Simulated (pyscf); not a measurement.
**Multi-bond step: HO–SiH(O–SiH₃)–O–SiH₃ + hydrogen fluoride (HF) + water (H₂O) -> F–SiH(O–SiH₃)–O–SiH₃ + water (H₂O) + water (H₂O)**

Gas phase, singlet surface, charge 0. Bonds broken: Si3–O6, H15–F16, H17–O18. Bonds formed: Si3–F16, O6–H17, H15–O18. Single points on ωB97X-D3(BJ)/def2-SVP structures (PySCF, gas phase).

Transition state (Å):

```xyz
19

Si     0.8817     0.3321     2.1752
O      0.2282    -0.5965     0.9540
Si    -0.3296    -0.2221    -0.5744
O     -0.9076    -1.7852    -0.9481
Si    -0.6536    -3.1954    -0.1128
O     -1.9673     0.4127    -0.6876
H      1.2008    -0.5976     3.2944
H      2.1320     1.0190     1.7505
H     -0.1014     1.3390     2.6722
H      0.5743    -0.0174    -1.7197
H      0.7965    -3.4684     0.1080
H     -1.3576    -3.2000     1.2047
H     -1.2194    -4.3081    -0.9321
H     -2.5736    -0.3224    -0.8506
H     -0.9681     2.4082     0.0312
F      0.0689     1.5977    -0.1494
H     -2.2482     1.6607    -0.3241
O     -2.0037     2.6859     0.0000
H     -2.1129     3.2748    -0.7605
```

One imaginary mode, 396i cm⁻¹; descent along it reached the two sides named, in the forms told below.

| bond | change | reactant side (Å) | saddle | product side |
|---|---|---|---|---|
| Si3–O6 | breaks | 1.690 | 1.760 | 1.867 |
| H15–F16 | breaks | 0.971 | 1.328 | 1.779 |
| H17–O18 | breaks | 0.983 | 1.103 | 1.533 |
| Si3–F16 | forms | 2.8 | 1.911 | 1.749 |
| O6–H17 | forms | 1.763 | 1.330 | 1.021 |
| H15–O18 | forms | 1.532 | 1.073 | 0.981 |

Electronic energies relative to the separated reactants (eV):

| level | barrier | reaction energy | reverse barrier |
|---|---|---|---|
| ωB97X-D3(BJ)/def2-TZVP | -0.25 | -0.45 | 0.20 |
| PBE/def2-TZVP | -0.41 | -0.49 | 0.07 |
| r²SCAN/def2-TZVP | -0.48 | -0.49 | 0.02 |
| B3LYP-D3(BJ)/def2-TZVP | -0.28 | -0.50 | 0.22 |
| PBE0-D3(BJ)/def2-TZVP | -0.39 | -0.46 | 0.06 |
| M06-2X/def2-TZVP | -0.36 | -0.46 | 0.10 |
| ωB97M-D3(BJ)/def2-TZVP | -0.28 | -0.48 | 0.20 |
| HF/def2-TZVP | 0.76 | -0.54 | 1.30 |

With ωB97M-D3(BJ)/def2-TZVP energies and thermal terms (ideal gas, 1 atm, RRHO with modes under 100 cm⁻¹ raised to 100, one conformer, R ln 2 for chiral ones without a mode under 150 cm⁻¹), in eV:

```tsv
T (K)	ΔH‡	ΔG‡	ΔH	ΔG
298	-0.23	0.80	-0.45	-0.45
600	-0.25	1.85	-0.47	-0.45
900	-0.21	2.89	-0.50	-0.43
1200	-0.15	3.91	-0.52	-0.41
```

On the reactant side the descent ends in a bound adduct, 0.83 eV under the separated species and 0.58 eV under the saddle at ωB97X-D3(BJ)/def2-TZVP. On the product side the descent ends in an adduct with a O–Si contact, 0.07 eV under the separated species and 0.27 eV under the saddle at ωB97X-D3(BJ)/def2-TZVP. At ωB97X-D3(BJ)/def2-TZVP, PBE, r²SCAN, B3LYP-D3(BJ), PBE0-D3(BJ), M06-2X, ωB97M-D3(BJ) the saddle lies under the separated reactants, which points to a path from their complex (located at ωB97X-D3(BJ) alone). What is counted as broken (O–Si) persists as a longer contact in the product adduct; parting that adduct is a step of its own. This is the saddle that the search found; another between the same sides may lie lower.
